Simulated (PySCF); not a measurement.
## Multinuclear NMR of Boranamine

Atom-mapped SMILES (the numbers label the heavy atoms): `[BH2:1][NH2:2]`. Hydrogens are named by the atom that carries them.

- geometry from PBE0-D3(BJ)/def2-SVP
- spin–spin couplings from B3LYP/pcJ-1
- shieldings: GIAO PBE0/pcSseg-1
- code: PySCF 2.14.0 with density-fitted response routines
- one conformer, relativity neglected, no solvent, fast rotation and ring inversion assumed for equivalent nuclei

Q: Predict the ¹⁵N NMR data.

A: 
```csv
atoms,environment,σ (ppm),δ (ppm)
N2,"nitrogen bonded to B, 2 H",141.6,-280.1
```

Shieldings were converted by a linear fit to measured shifts: ¹⁵N (scatter 7.2 ppm rms vs CH3NO2, solution or neat liquid). A few per cent of atoms miss by over 2 rms, more outside the fitted compound classes.

Couplings (the largest are listed; each averaged over equivalent pairs): ¹J(B1,N2) = -28.7 Hz, ²J(N2,H(B1)) = -3.1 Hz. Signs are for ¹⁵N, whose magnetogyric ratio is negative.

On a 600 MHz spectrometer ¹⁵N resonates near 60.8 MHz, so 1 ppm is 60.8 Hz.
